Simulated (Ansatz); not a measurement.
The input, for Ansatz 0.2.0:

```yaml
crystal:
  periodic: [false, false, false]
  atoms:
    - {symbol: Ge, position_ang: [0.000190, 0.000006, -0.035544]}
    - {symbol: H, position_ang: [1.343272, 0.009089, 0.861072]}
    - {symbol: H, position_ang: [-0.686473, 1.162532, 0.850402]}
    - {symbol: H, position_ang: [-0.670496, -1.172025, 0.850119]}
basis:
  gaussian: {orbitals: aug-cc-pVTZ}
magnetization: {spin_polarized: true, initial_magnetization: 1}
hamiltonian: {xc: {name: B2PLYP}}
correlation: {electrons: outside_noble_gas}
```

```sh
$ ansatz run in.yaml --threads 2 --pin off --events-out ev --progress --plain --max-ram 24576MiB --backend cuda --devices 0, --max-vram 18GiB
```

Output:

```
741 factors; integrals over basis functions are off by at most 1.3e-3 eV
mean field evaluation 1: about -56552.9898 eV, gradient 8.8e0 eV
mean field evaluation 2: about -56552.9985 eV, gradient 8.8e0 eV
mean field evaluation 4: about -56553.4967 eV, gradient 1.1e0 eV
mean field evaluation 8: about -56553.5043 eV, gradient 1.5e-2 eV
mean field evaluation 16: about -56553.5043 eV, gradient 8.2e-5 eV
mean field -56553.50431790 eV, -2078.3029503408 hartree, gradient 7.6e-6 eV, S^2 0.753318; 0 other end points of the search recorded, 0 dependent functions left out
14 core orbitals not correlated: weight in the atoms' cores, before any rotation towards them, 0.999 or more for the frozen orbitals, at most 0.000 for the correlated occupied ones
reference -56553.50446927 eV, -2078.3029559034 hartree; 4, 3 occupied and 110, 111 virtual orbitals, 741 factors
second order -4.02276599 eV of doubles, -0.00000000 eV of singles
Total energy: -56554.59061608 eV, -2078.3428710628 hartree
```

Ran on 2 threads of AMD EPYC 7R13 with a shared H100 80 GB, shared host: 6 s wall, 0.79 GiB peak host memory.
